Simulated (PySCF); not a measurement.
# Heteronuclear NMR

Molfile (atoms numbered from 1):
```
CF2
     RDKit          3D

  3  2  0  0  0  0  0  0  0  0999 V2000
   -1.0338   -0.2535   -0.3387 F   0  0  0  0  0  0  0  0  0  0  0  0
   -0.0348    0.4589    0.0776 C   0  0  0  0  0  2  0  0  0  0  0  0
    1.0161   -0.2339   -0.2322 F   0  0  0  0  0  0  0  0  0  0  0  0
  1  2  1  0
  2  3  1  0
M  RAD  1   2   3
M  END
```

Level of theory: GIAO PBE0/pcSseg-2 shieldings, PBE0-D3(BJ)/def2-TZVP structure, in PySCF 2.14.0 with density-fitted response routines (isolated molecule, relativity neglected, single conformer, fast rotation and ring inversion assumed for equivalent nuclei).

Question: What are the 19F shifts?

Answer: 
| atoms | environment | σ (ppm) | δ (ppm) |
| --- | --- | --- | --- |
| F1/F3 | fluorine bonded to C | -71.0 | 220.1 |

Shieldings were converted by a linear fit to measured shifts: 19F (scatter 3.6 ppm rms, 5.4 ppm with the 11 outliers that the fit left out vs CFCl3, solution or neat liquid, with a term for F on sp3 carbon). A few per cent of atoms miss by over 2 rms, more outside the fitted compound classes.

On a 600 MHz spectrometer 19F resonates near 564.6 MHz, so 1 ppm is 564.6 Hz.
